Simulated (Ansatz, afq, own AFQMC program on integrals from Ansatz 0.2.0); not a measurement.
## H$_{3}$O⁻, triplet in 6-31++G**, levels against CCSDT(Q)

```xyz
4

O     0.0517   -0.0052    0.0056
H    -0.2795    0.9315    0.0056
H    -0.2505   -0.3982    0.7841
H    -0.2914   -0.4514   -0.8782
```

Basis 6-31++G**. Only valence electrons are correlated. Ansatz 0.2.0 and our own AFQMC program on the same integrals; the CISD trial comes from CCSD amplitudes, and released means the phaseless constraint is let go. Uncertainties: one standard error, sampling alone.

Determinant: UHF, the one that the program's search chose, which needn't be the lowest solution. The geometry is a point of a scan.

No full CI on the walks' own integrals is used here; CCSDT(Q) serves as the reference and is uncertain by about the last step of the cluster series.

Cautions: lower spins were not checked.

```
T1 diagnostic                               : 0.0170
weight of the determinant in the CISD state : 0.932
⟨S²⟩ of the determinant                     : 2.001
size of the correlated space                : 10 electrons in 36 orbitals
```

```csv
level,correlation energy (eV)
MP2,-5.7894
CCSD,-6.0689
CCSD(T),-6.1866
```

Problem. Estimate where AFQMC with the constraint released lies against CCSD(T) on the same integrals.

Solution. 2.4 ± 1.5 kJ/mol below CCSD(T). The gap is under twice the noise, so this walk alone can't tell the two apart.

Reference: CCSDT(Q), correlation energy -6.207 eV. The released energy is read at 2.40 1/Eh (meV from the phaseless value at times in 1/Eh: -11 ± 10 at 0.24, 2 ± 12 at 0.51, -18 ± 12 at 0.99, -22 ± 10 at 1.62, -14 ± 15 at 2.40).

```json
{"level": "CCSD(T)", "E − E(reference) (kJ/mol)": "2.0", "share of correlation (%)": "99.66"}
{"level": "CCSDT", "E − E(reference) (kJ/mol)": "1.4", "share of correlation (%)": "99.77"}
{"level": "ph-AFQMC/HF", "E − E(reference) (kJ/mol)": "-7.3 ± 5.2", "share of correlation (%)": "101.21"}
{"level": "ph-AFQMC/CISD", "E − E(reference) (kJ/mol)": "0.9 ± 0.8", "share of correlation (%)": "99.85"}
{"level": "released AFQMC", "E − E(reference) (kJ/mol)": "-0.4 ± 1.5", "share of correlation (%)": "100.07"}
```

Released energies are given only where the last usable release times agree within the noise; a slower fall can still hide under it.
